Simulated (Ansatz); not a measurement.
## Bi3O: from a trial structure to a relaxed crystal

These are results of DFT PBE, scalar-relativistic, plane waves, PAW in Ansatz 0.2.0, not measurements. Cutoff 420 eV, Γ-centred k mesh, Gaussian smearing, no spin polarisation in the final step.

The start puts Bi3O on the Cu3Au (L1_2) structure type (Pm-3m, No. 221), with O in place of Au, Bi in place of Cu, at a guessed volume.

```
Bi O
1.0
     4.60372    0.00000    0.00000
     0.00000    4.60372    0.00000
     0.00000    0.00000    4.60372
Bi O
3 1
Direct
  0.00000 0.50000 0.50000
  0.50000 0.00000 0.50000
  0.50000 0.50000 0.00000
  0.00000 0.00000 0.00000
```

Cell and atoms relax at zero pressure; the relaxation can't lower the symmetry of the start.

Formation energies are uncorrected and refer to the elements' standard structures at the same level (O₂ as a molecule).

(1) Which crystal results?

(2) What are its volume, energy, density and gap?

Results:

(1) It keeps Pm-3m (No. 221). The result has the Cu3Au (L1_2) structure. Conventional cell: a = 4.665 Å. Bi is coordinated by 4 O at 3.30 Å and 8 Bi at 3.30 Å; O is coordinated by 12 Bi at 3.30 Å.

```xyz
4
Lattice="4.6654 0.0000 0.0000 0.0000 4.6654 0.0000 0.0000 0.0000 4.6654" Properties=species:S:1:pos:R:3 pbc="T T T"
Bi    0.0000    2.3327    2.3327
Bi    2.3327    0.0000    2.3327
Bi    2.3327    2.3327    0.0000
O     0.0000    0.0000    0.0000
```

(2) The volume per atom is 25.39 Å³, the density is 10.51 g/cm³ and the energy over the elements is 0.42 eV/atom. The gap on the 10×10×10 mesh is 0 eV (a metal).

The final run used a 10×10×10 mesh on its 4-atom cell and 0.10 eV smearing. The k mesh leaves about 4 meV/atom of noise in metals. Spin–orbit coupling is left out. A structure relaxed within its symmetry needn't be a true minimum.

Cost: 2 runs of about 1.7 core-minutes in all, on Intel Xeon Platinum 8259CL (Skylake/Cascade Lake) (shared hosts).